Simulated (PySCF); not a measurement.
allene (C3H4), SMILES C=C=C. Heavy atoms are numbered as in [CH2:1]=[C:2]=[CH2:3]. Hydrogens are named by the atom that carries them.

Geometry optimised at PBE0-D3(BJ)/def2-TZVP.

All values below come from B3LYP/pcSseg-2 (PySCF).

GIAO shieldings, no solvent; atoms alike by connectivity are averaged. δ = σ(ref) − σ: ¹³C against TMS (σ = 181.3 ppm); ¹H against TMS (σ = 31.68 ppm), references at their B3LYP-D3(BJ)/def2-TZVP geometries, non-relativistic.

```csv
atoms,nucleus,count,δ (ppm)
C2,¹³C,1,233.5
C1 (CH2),¹³C,2,77.4
H on C1,¹H,4,[?]
```

Task: Some entries are withheld; supply them. (An estimate is asked for; the answer gives what the named calculation found.)

Result: 
- H on C1, δ (ppm): 4.87
